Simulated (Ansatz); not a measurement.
**A computed series for InP: pressure series**

The reference is InP in the zinc blende structure (space group F-43m, No. 216; a = 5.8784 Å).

Cell and atoms are relaxed at each pressure.

Calculations: PBEsol/PAW in Ansatz (a quantum-chemistry and plane-wave program), no spin-orbit coupling.

```csv
pressure (GPa),volume per atom (Å³/atom)
-2,26.225
0,25.392
0.9,?
2.1,24.659
4.5,23.942
9,22.846
15,21.706
22.5,20.597
30,19.712
```

Question: Fit the third-order Birch–Murnaghan form P(V) = (3B₀/2)[(V₀/V)^(7/3) − (V₀/V)^(5/3)]·[1 + (3/4)(B₀′ − 4)((V₀/V)^(2/3) − 1)] (squares taken in P) to the rows shown and predict the withheld row.

Answer: Least squares on the printed values gives V₀ = 25.394 Å³/atom, B₀ = 67.4 GPa, B₀′ = 4.4; this predicts 25.066 Å³/atom, and the run gives 25.063 Å³/atom, 0.003 lower.

Measured bulk modulus of InP: 72 GPa (static lattice; corrected from measurement; as listed in Daniel Mejia-Rodriguez, S. B. Trickey, Phys. Rev. B (2018)); the computed value is 6 % below it.

Load acts through the strain it causes; cell and atoms are relaxed under it. Whether these cells are dynamically stable was not tested. Measured, InP leaves this structure (for rock salt) near 9.8 GPa (temperature not stated; as listed in Datta, Sujoy, Jana, Debnarayan, arXiv (2020)).
